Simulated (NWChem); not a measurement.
Correlation energy of AlCl3

```
Al
Cl 1 2.0937
Cl 1 2.0937 2 120.00
Cl 1 2.0937 2 120.00 3 180.00
```
Charge 0, spin multiplicity 1.

Program: NWChem. The geometry was optimised at PBE/def2-SVP, a minimum by its harmonic frequencies.

Basis set: 6-311G**. Each correlation energy counts from its own Hartree-Fock reference.

The correlated methods keep 20 core orbitals frozen. The Pople sets run with spherical d functions. The structure started from a generated list of species. No row is a measurement; the coupled-cluster row has its own basis-set and correlation limits.

| method | correlation energy (mHa) |
|---|---|
| MP2 | (withheld) |
| SCS-MP2 | -441.6 |
| CR-CCSD[T] | (withheld) |
| CR-CCSD(T) | (withheld) |
| CCSD | -492.5 |
| CCSD+T(CCSD) | -505.8 |
| CCSD(T) | (withheld) |

Q: Complete the blanks.

A: 
- MP2, correlation energy (mHa): -456.0
- CR-CCSD[T], correlation energy (mHa): -502.7
- CR-CCSD(T), correlation energy (mHa): -502.4
- CCSD(T), correlation energy (mHa): -505.4
